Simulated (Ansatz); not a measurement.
# Zirconium, hcp under r²SCAN: convergence with the k-point mesh

How fine must the k-point mesh be for energy and pressure to settle? The geometry was relaxed under r²SCAN beforehand and stays fixed; 8 values are run, from 2×2×1 to 16×16×9. Wanted are the values from which on the energy stays within 10 and 1 meV/atom, and the pressure within 0.5 GPa, of the last run. Within the series other settings stay, but some runs also write fields, which adds to their time. Spin polarisation is left out.

Method: DFT r²SCAN, plane waves with PAW, scalar-relativistic, in Ansatz 0.2.0.

**1. The system as given**

It takes space group P6_3/mmc (No. 194, hexagonal). Conventional cell: a = 3.245 Å, b = 3.245 Å, c = 5.157 Å, α = 90.00°, β = 90.00°, γ = 120.00°. Around Zr (site symmetry -6m2) lie 12 Zr at 3.19 to 3.24 Å.

Coordinates:

```cif
data_structure
_symmetry_space_group_name_H-M 'P 1'
_symmetry_Int_Tables_number 1
_cell_length_a 3.2446
_cell_length_b 3.2446
_cell_length_c 5.1574
_cell_angle_alpha 90.000
_cell_angle_beta 90.000
_cell_angle_gamma 120.000
_cell_volume 47.02
loop_
_atom_site_label
_atom_site_type_symbol
_atom_site_fract_x
_atom_site_fract_y
_atom_site_fract_z
_atom_site_occupancy
Zr1 Zr 0.33333 0.66667 0.25000 1
Zr2 Zr 0.66667 0.33333 0.75000 1
```

**2. k-mesh 2×2×1**

The run at 2×2×1.

Input file input.yaml:

```yaml
crystal:
  lattice:
    - [3.24458322, 0.0, 0.0]
    - [-1.62229161, 2.8098914932, 0.0]
    - [0.0, 0.0, 5.1573641137]
  atoms:
    - { symbol: Zr, position: [0.3333333333, 0.6666666667, 0.25] }
    - { symbol: Zr, position: [0.6666666667, 0.3333333333, 0.75] }
hamiltonian:
  xc: r2scan
  pseudopotentials:
    kind: paw
    azcp:
      Zr: "pseudopotentials/Zr.paw.azcp"
basis:
  ecutwfc: 500
  fft_grid_basis: typed
kpoints:
  mp_grid: { grid: [2, 2, 1], shift: [0, 0, 0] }
magnetization:
  spin_polarized: false
scf:
  occupations: { method: fermi_dirac, width: 0.1 }
  lower_state_search: "off"
output:
  stress: true
```

On the command line:

```console
ansatz run input.yaml --threads 2 --pin off --max-ram 5120MiB --backend cpu --events-out ev --progress --plain --runs-dir out
```

**3. k-mesh 3×3×2**

The run at 3×3×2.

Changes to input.yaml since step 2:

```diff
@@ -18,3 +18,3 @@
 kpoints:
-  mp_grid: { grid: [2, 2, 1], shift: [0, 0, 0] }
+  mp_grid: { grid: [3, 3, 2], shift: [0, 0, 0] }
 magnetization:
```

**4. k-mesh 4×4×2**

The run at 4×4×2.

Changes to input.yaml since step 3:

```diff
@@ -18,3 +18,3 @@
 kpoints:
-  mp_grid: { grid: [3, 3, 2], shift: [0, 0, 0] }
+  mp_grid: { grid: [4, 4, 2], shift: [0, 0, 0] }
 magnetization:
```

**5. k-mesh 5×5×3**

The run at 5×5×3.

Changes to input.yaml since step 4:

```diff
@@ -18,3 +18,3 @@
 kpoints:
-  mp_grid: { grid: [4, 4, 2], shift: [0, 0, 0] }
+  mp_grid: { grid: [5, 5, 3], shift: [0, 0, 0] }
 magnetization:
@@ -26 +26,5 @@
   stress: true
+  write_density: true
+  write_potential: true
+  elf: true
+  volumetric_format: npy
```

**6. k-mesh 7×7×4**

The run at 7×7×4.

Changes to input.yaml since step 5:

```diff
@@ -18,3 +18,3 @@
 kpoints:
-  mp_grid: { grid: [5, 5, 3], shift: [0, 0, 0] }
+  mp_grid: { grid: [7, 7, 4], shift: [0, 0, 0] }
 magnetization:
```

**7. k-mesh 9×9×5**

The run at 9×9×5.

Changes to input.yaml since step 6:

```diff
@@ -18,3 +18,3 @@
 kpoints:
-  mp_grid: { grid: [7, 7, 4], shift: [0, 0, 0] }
+  mp_grid: { grid: [9, 9, 5], shift: [0, 0, 0] }
 magnetization:
@@ -26,5 +26 @@
   stress: true
-  write_density: true
-  write_potential: true
-  elf: true
-  volumetric_format: npy
```

**8. k-mesh 12×12×7**

The run at 12×12×7.

Changes to input.yaml since step 7:

```diff
@@ -18,3 +18,3 @@
 kpoints:
-  mp_grid: { grid: [9, 9, 5], shift: [0, 0, 0] }
+  mp_grid: { grid: [12, 12, 7], shift: [0, 0, 0] }
 magnetization:
```

**9. k-mesh 16×16×9**

The run at 16×16×9.

Changes to input.yaml since step 8:

```diff
@@ -18,3 +18,3 @@
 kpoints:
-  mp_grid: { grid: [12, 12, 7], shift: [0, 0, 0] }
+  mp_grid: { grid: [16, 16, 9], shift: [0, 0, 0] }
 magnetization:
```

(Steps that only read results are left out.)

Q: Predict the outcome of this session. Wanted: pressure at 16×16×9.

The runs gave:

| quantity | value |
| --- | --- |
| E(σ → 0) stays within 10 meV/atom of 16×16×9 | from 5×5×3 on |
| E(σ → 0) stays within 1 meV/atom | not reached before 16×16×9 |
| pressure stays within 0.5 GPa | from 4×4×2 on |
| pressure at 16×16×9 | 0.01 GPa |
| CPU time, dearest over cheapest | 9.1 |
| energy of a separate run on a finer mesh (18×18×10) | +0.2 meV/atom from 16×16×9 |

The far end, 2×2×1, lies -407.2 meV/atom and -3.6 GPa from the yardstick. Convergence in k is not monotonic; the energy swings about its limit. The energy has not settled to 1 meV/atom before the last mesh. A Fermi surface needs many points. A run on a finer mesh agrees with the yardstick to 1 meV/atom.
